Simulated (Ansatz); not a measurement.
C$_{2}$H$_{6}$FNO, SMILES `CNC(O)F` at its PBE0-D4/def2-TZVP geometry, where that method's forces vanish. Charge 0, multiplicity 1.

```tsv
atom	x (Å)	y (Å)	z (Å)
C1	0.6344	0.1067	1.1696
N2	0.5812	0.3408	-0.2654
C3	-0.6505	0.0712	-0.8973
O4	-0.9572	-1.2773	-0.8758
F5	-1.7264	0.6766	-0.2750
H6	-0.0028	0.7866	1.7451
H7	0.3149	-0.9136	1.3816
H8	1.6656	0.2147	1.5077
H9	0.9070	1.2655	-0.5090
H10	-0.6252	0.4784	-1.9163
H11	-0.1410	-1.7496	-1.0652
```

(1) For each bond, give half the difference of the two atoms' forces along it (eV/Å; positive pushes the atoms apart) under PBE-D4, r2SCAN-D4, B3LYP-D4, ωB97M-V in def2-TZVPP. (An estimate is asked.)

Answers

(1) Ansatz gave: 
| bond | length (Å) | PBE-D4 | r2SCAN-D4 | B3LYP-D4 | ωB97M-V |
| --- | --- | --- | --- | --- | --- |
| C1–N2 | 1.455 | 0.09 | 0.19 | 0.24 | 0.23 |
| C1–H6 | 1.095 | 0.10 | -0.04 | -0.08 | -0.11 |
| C1–H7 | 1.090 | 0.10 | -0.05 | -0.09 | -0.10 |
| C1–H8 | 1.091 | 0.07 | -0.05 | -0.10 | -0.09 |
| N2–C3 | 1.410 | -0.01 | 0.00 | 0.05 | 0.09 |
| N2–H9 | 1.010 | 0.20 | -0.03 | -0.10 | -0.13 |
| C3–O4 | 1.383 | 0.37 | 0.23 | 0.25 | 0.19 |
| C3–F5 | 1.383 | 0.62 | 0.35 | 0.36 | 0.15 |
| C3–H10 | 1.098 | -0.01 | -0.14 | -0.25 | -0.23 |
| O4–H11 | 0.962 | 0.37 | 0.02 | -0.05 | -0.09 |

B3LYP here is the variant with VWN-RPA as its local correlation; programs differ in this.
